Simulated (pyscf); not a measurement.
PySCF, gas phase, ωB97X-D3(BJ)/def2-SVP geometries. MP2 and CC: frozen core, UHF for open shells. ΔMP2 is the change of the MP2 total energy from the triple- to the quadruple-zeta basis.

Question: Estimate by transition-state theory the rate constant of H₃C–SnH₃ + HF → CH₄ + F–SnH₃ (singlet surface; C–Sn, F–H broken, C–H, F–Sn formed) at 900 K, with CCSD(T)/def2-TZVPP + ΔMP2(QZVPP) energies (ideal gas, 1 atm, RRHO with modes under 100 cm⁻¹ raised to 100, one conformer, R ln 2 for chiral ones without a mode under 150 cm⁻¹; no tunnelling).

Answer: The electronic barrier is 30.4 kcal/mol and the thermal terms add +27.3, so ΔG‡ = 57.7 kcal/mol. With k_BT/h = 1.88e+13 s⁻¹ and RT = 1.788 kcal/mol, and a volume of 1.23e-19 cm³ per molecule at 1 atm, k = 2.2e-20 cm³ molecule⁻¹ s⁻¹. Wigner's tunnelling factor for 1173i cm⁻¹ would be 1.15. A shift of 1 kcal/mol in the barrier changes k by a factor 1.7. One saddle was located; it need not be the lowest between these sides. The CCSD(T) − MP2 part came from Ansatz, without density fitting, on the same reference. The frozen core leaves the outer d or s,p core shells of the metals and heavy elements correlated in the MP2 and CC values, and def2-TZVPP describes them poorly, which can shift differences by a few kcal/mol. Elements past Kr carry the def2 core potentials, without spin-orbit coupling.
